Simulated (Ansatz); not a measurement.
# [H···H···O], triplet along the distance H1-H2

Starting geometry:

```json
{"atom": "H", "x (Å)": "0.0000", "y (Å)": "0.0000", "z (Å)": "-0.9980"}
{"atom": "H", "x (Å)": "0.0000", "y (Å)": "0.0000", "z (Å)": "-0.2530"}
{"atom": "O", "x (Å)": "0.0000", "y (Å)": "0.0000", "z (Å)": "1.2510"}
```

From there H2 is moved from one fragment to the other while all else, the fragments' distance too, stays fixed, so the hump isn't the reaction's barrier; atoms are numbered as listed. Energies are in kJ/mol, counted from the starting geometry at the same level.

Basis cc-pVDZ; Ansatz 0.2.0. Only valence electrons are correlated (noble-gas cores frozen). R marks a restricted (for open shells ROHF) determinant, U an unrestricted one. Active spaces: valence = (8e, 6o) chosen from the atoms' valence shells.

Runs in a small pair space aren't shown, since their orbitals change along the scan.

Full CI is exact within this basis and frozen core; it isn't the basis-set limit. The frozen core follows each run's orbitals, which can shift R against U totals by a few meV.

```
distance H1-H2 (Å)  full CI  unpaired electrons (full CI)  error UHF  error RMP2  error RCCSD(T)  error UCCSD(T)  error RCCSDT(Q)  error MRCISD+Q (valence space)
             0.693      4.9                          2.01       -6.2        -2.4            -0.1            -0.1              0.0                            -0.4
             0.745      0.0                          2.01        0.0         0.0             0.0             0.0              0.0                             0.0
             0.818      7.3                          2.02       10.2         4.6             0.2             0.2              0.0                             0.6
             0.892     21.8                          2.02       22.3        10.8             0.5             0.5              0.0                             1.0
             0.965     33.8                          2.03       34.5        15.0             0.8             0.8              0.0                             1.1
             1.039     36.9                          2.03       43.2       -11.8             1.1             1.0              0.0                             1.0
             1.112     30.2                          2.02       44.0        -9.7             1.1             1.0              0.1                             0.8
             1.186     18.8                          2.02       37.6       -14.7             0.8             0.8              0.1                             0.8
             1.259     13.0                          2.02       28.0       -19.2             0.6             0.6              0.1                             0.5
```

Unpaired electrons are Σ n²(2−n)² over natural occupations. Errors are those of relative energies. In total energy the starting point itself misses full CI by: UHF 421.6, RMP2 68.3, RCCSD(T) 0.8, UCCSD(T) 0.7, RCCSDT(Q) 0.0, MRCISD+Q (valence space) 0.6 kJ/mol.

Spread of the error over the points with a reference, to 1.259 Å (largest less smallest): RCCSDT(Q) 0.1, UCCSD(T) 1.1, RCCSD(T) 1.2, MRCISD+Q (valence space) 1.5, RMP2 34.2, UHF 50.3 kJ/mol.
